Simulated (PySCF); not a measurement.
Compound: 1,1-dichlorocyclopropane, C3H4Cl2.
Numbering: `[Cl:1][C:2]1([Cl:3])[CH2:4][CH2:5]1` (hydrogens: H6, H7 on C4; H8, H9 on C5)

Level: wB97X-D/pcSseg-2 in PySCF, non-relativistic, on one gas-phase PBE0-D3(BJ)/def2-TZVP geometry that isn't relaxed in the solvent. The solvent is an IEF-PCM continuum (van der Waals radii × 1.2). The model holds no explicit solvent molecules, cavitation or dispersion.

Gas phase at wB97X-D/pcSseg-2: HOMO -9.80 eV, LUMO 2.02 eV, dipole 2.24 D.

Q: What does the continuum do to the energy, the frontier levels and the dipole at wB97X-D/pcSseg-2 in chloroform?

A: 
```csv
solvent,ε,E(solvent) − E(gas) (kcal/mol),polarisation term (kcal/mol),distortion of the solute (kcal/mol),HOMO (eV),LUMO (eV),dipole (D)
chloroform,4.711,-2.06,-2.31,0.25,-9.76,2.02,2.76
```

The polarisation term is half the interaction of the solute with the surface charges that it induces; the rest is the cost of distorting the solute's density. The sum is the electrostatic part of solvation alone.

Q: Which radius a makes the point-dipole formula ΔE = −[(ε − 1)/(2ε + 1)]·μ²/a³ give the value in chloroform, with the gas-phase dipole?

A: μ = 0.882 au and |ΔE| = 0.00328 Eh give a = 2.32 Å; the farthest nucleus lies 2.26 Å from the centroid of the nuclei. The formula assumes a rigid point dipole at the centre of a sphere.

On an Arm Neoverse V1 with one thread, on a shared host, this took 28 s of wall time and 1.3 GiB of memory at its peak. This is the whole shielding run at wB97X-D/pcSseg-2 in chloroform, SCF included.

wB97X-D is run here without its empirical dispersion term; that term would change no orbital, density or response property at a fixed geometry.
